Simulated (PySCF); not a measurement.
Atoms are numbered as in `[cH:1]1[cH:2][o:3][cH:4][n:5]1`. Hydrogens are named by the atom that carries them.

[PySCF 2.14.0 with density-fitted response routines: geometry: PBE0-D3(BJ)/def2-TZVP; GIAO B97-2/pcSseg-2 shieldings; no relativistic terms; one conformer; gas phase]

List the cross peaks expected in HSQC, COSY and HMBC spectra.

Answers



HSQC (one-bond C–H):
```tsv
δH	δC
7.84 (H(C4))	157.2 (C4)
7.78 (H(C2))	144.7 (C2)
7.37 (H(C1))	135.1 (C1)
```

COSY cross peaks (H two or three bonds apart, from the bond graph; peaks can be absent where the dihedral angle is near 90°):
```tsv
δH	δH
7.78 (H(C2))	7.37 (H(C1))
```

HMBC (two and three bonds, from the bond graph):
```tsv
δH	δC
7.84 (H(C4))	144.7 (C2), 135.1 (C1)
7.78 (H(C2))	157.2 (C4), 135.1 (C1)
7.37 (H(C1))	157.2 (C4), 144.7 (C2)
```

References, each an isolated molecule treated in the same way: TMS for 1H (σ = 31.64 ppm) and 13C (σ = 185.38 ppm).

Shifts are as computed. Against solution values, carbons near 30 ppm lie about +3 ppm off and those near 130 ppm about +7 ppm. Of 1211 compounds with measured shifts, 218 miss one by over three times the rms of a fit or turn the order of signals round; such compounds aren't used in these exercises.
